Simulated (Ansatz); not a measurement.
Relaxation of C₄H₉N (14 atoms, charge 0, multiplicity 1), to a largest force component of 0.02 eV/Å in at most 40 steps.

The calculation used Ansatz, RKS PBE-D4/6-31G.

```xyz
14
Properties=species:S:1:pos:R:3:forces:R:3
C -0.150 0.193 -2.934 1.73 4.27 1.42
N -0.559 -0.814 -3.273 -1.93 -4.78 -1.59
H 0.229 1.131 -2.620 0.21 0.51 0.18
C 0.354 1.115 1.252 0.23 -0.21 -0.10
C 0.608 -0.269 0.666 -0.32 0.12 0.06
C -0.689 -1.040 0.455 0.30 0.00 -0.02
H -0.123 1.034 2.226 -0.26 0.03 0.50
H -0.301 1.692 0.602 -0.35 0.35 -0.30
H 1.288 1.661 1.373 0.41 0.37 0.11
H 1.129 -0.173 -0.290 0.33 0.00 -0.38
H 1.259 -0.831 1.339 0.39 -0.27 0.21
H -0.492 -1.995 -0.028 -0.02 -0.51 -0.24
H -1.371 -0.476 -0.177 -0.40 0.22 -0.32
H -1.180 -1.229 1.408 -0.31 -0.11 0.46
```

Problem. Where does it end, and by what steps?

Solution. It converged. The force dipped under the threshold on the way, but the program's further checks kept it going. Limits of this set-up: no polarisation functions. After 26 steps the energy has fallen by 0.197 eV; N2 moved furthest, 1.28 Å.

| step | energy less start (eV) | largest force component (eV/Å) | accepted |
| --- | --- | --- | --- |
| 0 | 0.0000 | 4.776 | yes |
| 1 | -0.1615 | 0.409 | yes |
| 2 | -0.1668 | 0.083 | yes |
| 3 | -0.1675 | 0.019 | yes |
| 4 | -0.1691 | 0.115 | yes |
| 5 | -0.1711 | 0.145 | yes |
| 6 | -0.1734 | 0.244 | yes |
| 7 | -0.1775 | 0.138 | yes |
| 8 | -0.1811 | 0.339 | yes |
| 9 | -0.1819 | 0.555 | yes |
| 10 | -0.1848 | 0.404 | yes |
| 11 | -0.1870 | 0.113 | yes |
| 12 | -0.1892 | 0.019 | yes |
| 13 | -0.1762 | 1.225 | no |
| 14 | -0.1902 | 0.316 | yes |
| 15 | -0.1912 | 0.316 | yes |
| 16 | -0.1934 | 0.007 | yes |
| 17 | -0.1882 | 0.667 | no |
| 18 | -0.1941 | 0.156 | yes |
| 19 | -0.1942 | 0.342 | yes |
| 20 | -0.1957 | 0.041 | yes |
| 21 | -0.1961 | 0.050 | yes |
| 22 | -0.1863 | 1.170 | no |
| 23 | -0.1962 | 0.034 | yes |
| 24 | -0.1964 | 0.259 | yes |
| 25 | -0.1969 | 0.088 | yes |
| 26 | -0.1973 | 0.004 | yes |

```xyz
14
Properties=species:S:1:pos:R:3
C -0.018 0.766 -2.821
N -1.016 0.176 -2.595
H 0.890 1.305 -3.024
C 0.242 1.063 0.951
C 0.596 -0.416 0.712
C -0.650 -1.314 0.625
H -0.302 1.187 1.904
H -0.410 1.446 0.145
H 1.145 1.698 0.994
H 1.180 -0.510 -0.226
H 1.260 -0.772 1.524
H -0.375 -2.375 0.490
H -1.286 -1.018 -0.227
H -1.256 -1.236 1.547
```

Whether the end is a true minimum wasn't checked by a vibrational analysis.

Run time: 74 s on 1 thread of Arm Neoverse V1 (shared host), peak memory 0.11 GiB.
